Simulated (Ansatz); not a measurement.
Mulliken charges of C$_{3}$H$_{2}$ClN (`C=C1N=C1Cl`) from PBE/def2-TZVPP in Ansatz (PBE0-D4/def2-TZVP geometry).

| atom | x (Å) | y (Å) | z (Å) | charge (e) |
| --- | --- | --- | --- | --- |
| C1 | 0.539 | -0.243 | 1.185 | -0.204 |
| C2 | 0.113 | -0.130 | -0.052 | 0.023 |
| N3 | 0.250 | -0.637 | -1.415 | -0.115 |
| C4 | -0.580 | 0.290 | -1.175 | 0.062 |
| Cl5 | -1.694 | 1.229 | -1.991 | 0.034 |
| H6 | 0.131 | 0.389 | 1.961 | 0.101 |
| H7 | 1.302 | -0.967 | 1.441 | 0.098 |

Problem. By hand: the dipole of these point charges (1 e Å = 4.8032 D).

Solution. Σ q r = (-0.089, 0.124, 0.119) e Å, of length 0.194 e Å = 0.93 D.

Problem. How does the dipole of the full density compare? (Best estimate.)

Solution. The calculation gave: (-0.220, 0.249, 0.073) e Å, 1.63 D; the point charges give 0.57 times that, at 26° from its direction.

Point charges leave out the atoms' own dipoles, such as those of lone pairs, and Mulliken's split depends on the basis, so the two needn't agree.
